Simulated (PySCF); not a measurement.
Gas-phase reaction: C3H4 (allene) + 2 H2 = C3H8

Computed with PySCF (xtb for GFN2) and rigid-rotor harmonic-oscillator thermochemistry at 1 bar. 'Table' is the NASA 1993 thermochemical table (part measured, part estimated). † marks an energy on the PBE0/def2-TZVP geometry and frequencies; other levels use their own. MP2 and CCSD(T) freeze the core. 6-31G* has spherical d functions here. All species are closed-shell singlets. B3LYP is the form with VWN-RPA correlation. MP2 isn't extrapolated to the basis-set limit. CCSD(T) isn't extrapolated to the basis-set limit.

Levels: a) CCSD(T)/def2-SVP†; b) PBE0/def2-SVP†; c) MP2/def2-SVP†; d) GFN2-xTB; e) B3LYP/6-31G*.

**Question.** Order the levels by the distance of their ΔH°(298 K) from the table for this reaction, closest first.

**Answer.** e (-3 kJ), a (-20 kJ), c (-33 kJ), b (-46 kJ), d (-57 kJ)

The table gives -296 kJ. The order holds for this reaction alone, and for the 1993 entries, some of which have been revised since.
